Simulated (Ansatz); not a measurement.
Input file:

```yaml
crystal:
  periodic: [false, false, false]
  atoms:
    - {symbol: H, position_ang: [-2.104905, 0.059434, 0.000000]}
    - {symbol: H, position_ang: [-0.995905, 0.059434, 0.000000]}
    - {symbol: N, position_ang: [0.190095, 0.059434, 0.000000]}
    - {symbol: H, position_ang: [0.459177, -0.944792, 0.000000]}
basis:
  gaussian: {orbitals: 6-31G}
magnetization: {spin_polarized: false, initial_magnetization: 2}
correlation: {method: caspt2, electrons: all}
```

```sh
$ ansatz run in.yaml --threads 1 --pin off --events-out ev --progress --plain --max-ram 2393MiB
```

(1) One thing in this input was set wrong on purpose, beside settings that are merely unusual. What is the gravest fault, and what does the program do?

Results:

(1) A method name that the input doesn't accept. How the run ends: refused.
```
Error: YAML parse error: error: line 11 column 23: unknown variant `caspt2`, expected one of mp2, rpa, ccsd, ccsd_t, bccd, bccd_t, ccsdt, ccsdt_q, ccsdt_q_b, ccsdtq, fci, sc_nevpt2, fic_nevpt4_sd, fic_mrcisd_q, fic_mrcisd_q_relaxed
  --> <input>:11:23
   |
 9 |   gaussian: {orbitals: 6-31G}
10 | magnetization: {spin_polarized: false, initial_magnetization: 2}
11 | correlation: {method: caspt2, electrons: all}
   |                       ^ unknown variant `caspt2`, expected one of mp2, rpa, ccsd, ccsd_t, bccd, bccd_t, ccsdt, ccsdt_q, ccsdt_q_b, ccsdtq, fci, sc_nevpt2, fic_nevpt4_sd, fic_mrcisd_q, fic_mrcisd_q_relaxed
```
